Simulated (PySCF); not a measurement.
**SMILES C#CC(C)C, C$_{5}$H$_{8}$**

Geometry:
```csv
atom,x (Å),y (Å),z (Å)
C1,2.160,-1.137,-0.498
C2,1.177,-0.598,-0.065
C3,-0.027,0.058,0.432
C4,-1.266,-0.784,0.134
C5,-0.156,1.467,-0.146
H6,3.033,-1.614,-0.873
H7,0.075,0.143,1.521
H8,-1.179,-1.782,0.567
H9,-1.403,-0.893,-0.944
H10,-2.156,-0.303,0.546
H11,-0.260,1.424,-1.232
H12,0.722,2.071,0.087
H13,-1.038,1.962,0.266
```

Computed, not measured: TDDFT CAM-B3LYP/def2-TZVPD excited states, vertical, gas phase in PySCF 2.14.0. Geometry: PBE0-D3(BJ)/def2-TZVP.

Singlets 2 and 3 lie within 0.01 eV of each other, so their separate moments and overlaps can depend on how they mix.

(1) How strongly do the lowest singlets absorb one photon, and two photons of half the energy?

Results:

(1) δ for parallel linear polarisation; σ at the peak of a Lorentzian of half width 0.1 eV, single beam; Ω is circular over linear.
| state | E (eV) | f | photon λ (nm) | δ (au) | σ (GM) | Ω | main |
| --- | --- | --- | --- | --- | --- | --- | --- |
| S1 | 6.57 | 0.001 | 377 | 0.17 | 0.00 | 1.50 | HOMO−1→LUMO+6 0.28, HOMO→LUMO+5 0.25 |
| S2 | 6.80 | 0.001 | 364 | 6.32 | 0.11 | 0.77 | HOMO−1→LUMO+5 0.33, HOMO→LUMO+6 0.21 |
| S3 | 6.81 | 0.006 | 364 | 1.96 | 0.03 | 1.50 | HOMO→LUMO+5 0.51, HOMO−1→LUMO+6 0.12 |
| S4 | 7.21 | 0.052 | 344 | 43 | 0.82 | 0.79 | HOMO→LUMO 0.61, HOMO→LUMO+1 0.24 |
| S5 | 7.25 | 0.058 | 342 | 5.16 | 0.10 | 1.50 | HOMO−1→LUMO 0.56, HOMO−1→LUMO+1 0.30 |
| S6 | 7.96 | 0.049 | 311 | 51.5 | 1.20 | 0.78 | HOMO→LUMO+1 0.58, HOMO→LUMO+4 0.23 |

Among these, the strongest one-photon state is S5, the strongest two-photon state S6, with a dipole change of 4.0 D (relaxed, norm of the difference vector).
